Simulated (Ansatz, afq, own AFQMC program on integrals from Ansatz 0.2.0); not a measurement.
BH$_{3}$F, doublet in cc-pVTZ, levels against AFQMC with the constraint released

```xyz
5

B    -1.3991    0.0000    0.0000
H    -1.9959    1.0336    0.0000
H    -1.9959   -1.0336    0.0000
H    -0.2057    0.0000    0.0000
F     1.0189    0.0000    0.0000
```

Connectivity, by distances: BH3 ··· F.

Basis cc-pVTZ. Only valence electrons are correlated. AFQMC by an in-house program on the Cholesky factors that Ansatz 0.2.0 writes for its CCSD(T) run. ph-AFQMC/CISD is guided by a CISD state made of CCSD amplitudes; releasing the constraint for a short imaginary time cuts its bias at the price of noise, slowly where states lie close. Error bars are statistical, one sigma.

Determinant: UHF, the one that the program's search chose, which needn't be the lowest solution. The geometry is a point of a scan.

No full CI on the walks' own integrals is used here. The released AFQMC energy serves as the reference, which it does only where one determinant dominates, the energy is flat over the last release times and near the phaseless one (40 meV or 2 meV an electron, half that with transition metals). On small molecules, where full CI could be run and the noise was under 10 meV, such values lay within 10 meV of it in 19 cases of 20, a flattering rate, since the rule was set on those same cases; what remains of the bias isn't in the error bar.

Cautions: the released value is read at 1.62 1/Eh, later times being too noisy (meV from the phaseless value at times in 1/Eh: 6 ± 12 at 0.24, -6 ± 6 at 0.51, -24 ± 6 at 0.99, -22 ± 10 at 1.62, -46 ± 12 at 2.40).

```
T1 diagnostic                               : 0.0265
weight of the determinant in the CISD state : 0.884
⟨S²⟩ of the determinant                     : 0.775
size of the correlated space                : 13 electrons in 100 orbitals
```

Reference: AFQMC with the constraint released, correlation energy -10.735 ± 0.010 eV.

| level | E − E(reference) (kJ/mol) | share of correlation (%) |
| --- | --- | --- |
| HF | 1035.7 ± 0.9 | 0.00 |
| MP2 | 109.8 ± 0.9 | 89.40 |
| CCSD | 29.6 ± 0.9 | 97.14 |
| CCSD(T) | 3.8 ± 0.9 | 99.63 |
| ph-AFQMC/CISD | 2.1 ± 1.1 | 99.79 |

A walk keeps the symmetry of its determinant, which the program's search chose and which needn't be the lowest solution, so a lower state of the same spin and another symmetry isn't excluded. Released energies are given only where the last usable release times agree within the noise; a slower fall can still hide under it.
